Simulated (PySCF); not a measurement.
C4H8O2.
Bonds: C1–C2, C2–C3, C2–C4, C4–O5 (double), C4–O6. Hydrogens: H7, H8, H9 on C1; H10 on C2; H11, H12, H13 on C3; H14 on O6.

Method: PySCF 2.14.0, density-fitted response routines, TDDFT wB97X-D/def2-SVPD, vertical, gas phase, core orbitals frozen in the response. One conformer (not necessarily the lowest) at the GFN2-xTB geometry, without solvent, vibrations or thermal averaging. Torsions of this conformer, `[CH3:1][CH:2]([CH3:3])[C:4](=[O:5])[OH:6]`: C1–C2–C4–O5 34°, H–O6–C4–C2 -178°.

Each state is given a Gaussian of 0.3 eV full width at half maximum, with ε(max) = 2.175×10⁸ f / Δν̃ (Δν̃ the width in cm⁻¹). The cross-section is σ = 3.8235×10⁻²¹ ε cm², given in Mb (10⁻¹⁸ cm²). The width is an assumption, not a result. The curve ends short of the highest state used, and states not computed would add to its high-energy end.

```csv
λ (nm),σ (Mb)
145.0,25.02
147.3,9.09
149.6,1.21
151.9,0.24
154.2,2.09
156.5,9.57
158.8,18.41
161.1,15.97
163.3,7.04
165.6,1.55
167.9,0.18
170.2,0.01
172.5,0.00
174.8,0.00
177.1,0.00
179.4,0.00
181.7,0.00
184.0,0.00
186.3,0.00
188.6,0.00
190.9,0.00
193.2,0.00
195.5,0.00
197.8,0.02
200.1,0.05
202.4,0.13
204.7,0.23
207.0,0.31
209.3,0.31
211.6,0.25
213.8,0.16
216.1,0.08
218.4,0.03
220.7,0.01
223.0,0.00
225.3,0.00
```

Question: Where are the band maxima, and which computed states make them?

Answer: 208 nm (5.95 eV), ε about 84, made up of S1 (100%); 160 nm (7.77 eV), ε about 5000, made up of S2 (100%) (ε in L mol⁻¹ cm⁻¹; maxima over ε = 5, shares over 10%). At its high-energy end, 8.55 eV, the curve is still rising (ε about 6500, from S3). The states used: S1 5.95 eV (f 0.0009); S2 7.77 eV (f 0.056); S3 8.61 eV (f 0.079); S4 8.73 eV (f 0.0022); S5 8.93 eV (f 0.013); S6 8.99 eV (f 0.022); S7 9.10 eV (f 0.052); S8 9.15 eV (f 0.073).

Question: What would ε be at 7.77 eV, the highest of these maxima, with half the width (0.15 eV)?

Answer: About 9990 L mol⁻¹ cm⁻¹ against 5000, a factor of about 2.00; a lone state at its own centre would give exactly 2.

Question: Coming from long wavelengths, where does ε first pass 100 L mol⁻¹ cm⁻¹?

Answer: At about 167 nm (7.42 eV), 1.46 eV above S1.

Question: On this curve, what absorbance would a 10⁻³ mol/L sample give at 222 nm over a 1 cm path?

Answer: 222 nm is 5.585 eV, where ε is about 1.3 L mol⁻¹ cm⁻¹, so A = ε c l ≈ 0.0013 (Beer–Lambert, with the gas-phase spectrum and the assumed width).
